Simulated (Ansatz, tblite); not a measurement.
Cost and result up the ladder for the cluster Mg3H5⁻ (the lowest singlet isomer of a short search) (8 atoms). Charge -1, multiplicity 1. Geometry: r2SCAN-D4/def2-TZVPD.

```csv
atom,x (Å),y (Å),z (Å)
Mg1,-1.2634,-0.3926,-0.0964
Mg2,1.1253,-1.2731,1.4603
Mg3,1.3417,0.9347,-0.3356
H4,-2.8703,-0.2092,-0.7970
H5,2.1660,2.2361,-1.1573
H6,0.4294,-0.5879,-1.0363
H7,-0.1931,0.9642,0.7978
H8,-0.7356,-1.6723,1.1647
```

Ansatz on 4 threads of Arm Neoverse V2 on a shared host; xTB runs through tblite on one thread. Times are rough, summed over both states, and most runs start from the orbitals of an earlier one. No level here is sound enough to serve as a yardstick. The other state is a doublet.

The xTB rows come from tblite. The structure comes from a short search, and lower isomers may exist.

Raw xTB energies of ions are shifted by several eV.

```
                          level  functions  wall time
                       GFN1-xTB         22    0.004 s
                       GFN2-xTB         32    0.008 s
PBE-D4/def2-TZVPD (with forces)        150      3.8 s
             PBE0-D4/def2-TZVPD        150      4.1 s
           r2SCAN-D4/def2-TZVPD        150      8.4 s
```

Problem. Estimate what each level gives for the vertical IE (eV).

Solution. 
| level | vertical IE (eV) | remarks |
| --- | --- | --- |
| GFN1-xTB | 7.38 | – |
| GFN2-xTB | 6.49 | – |
| PBE-D4/def2-TZVPD (with forces) | 2.50 | restricted SCF unstable in HF (-1 singlet) |
| PBE0-D4/def2-TZVPD | 2.51 | restricted SCF unstable in HF (-1 singlet) |
| r2SCAN-D4/def2-TZVPD | 2.33 | restricted SCF unstable in HF (-1 singlet) |
